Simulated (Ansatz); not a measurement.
# CH3S: the cost of one run

Method: the levels named in each step, in Ansatz 0.2.0.

## 1. Starting point

Bond lengths: C1–S2 1.792 Å, C1–H3 1.087 Å, C1–H4 1.087 Å, C1–H5 1.087 Å. Angles: S2–C1–H3 108.9°, S2–C1–H4 108.9°, S2–C1–H5 108.9°, H3–C1–H4 110.0°, H3–C1–H5 110.0°, H4–C1–H5 110.0°.

Structure file:

```xyz
5

C    -1.1947   -0.0729   -0.0371
S     0.5933    0.0362    0.0184
H    -1.4827   -0.7191   -0.8626
H    -1.5516   -0.4875    0.9024
H    -1.6040    0.9235   -0.1838
```

## 2. A rough first relaxation, PBE-D4/def2-SVP

The input, input.yaml:

```yaml
crystal:
  periodic: [false, false, false]
  atoms:
    - { symbol: C, position_ang: [-1.19475, -0.07286, -0.03711] }
    - { symbol: S, position_ang: [0.59333, 0.03618, 0.0184] }
    - { symbol: H, position_ang: [-1.4827, -0.71906, -0.8626] }
    - { symbol: H, position_ang: [-1.55162, -0.48752, 0.9024] }
    - { symbol: H, position_ang: [-1.60401, 0.92352, -0.18378] }
magnetization:
  spin_polarized: true
  initial_magnetization: 1
basis:
  gaussian: { orbitals: def2-SVP }
hamiltonian:
  xc: pbe
  dispersion: d4
relax:
  f_tol: 0.03
  max_steps: 200
```

Started as:

```sh
ansatz run input.yaml --threads 2 --pin off --max-ram 5120MiB --backend cpu --events-out ev --progress --plain --runs-dir out
```

**Question.** How long does this run take on 2 threads of Intel Xeon Platinum 8259CL at 2.50GHz (Skylake/Cascade Lake), shared host, and how much memory does it need?

About 21 s, with a peak of 0.14 GiB.
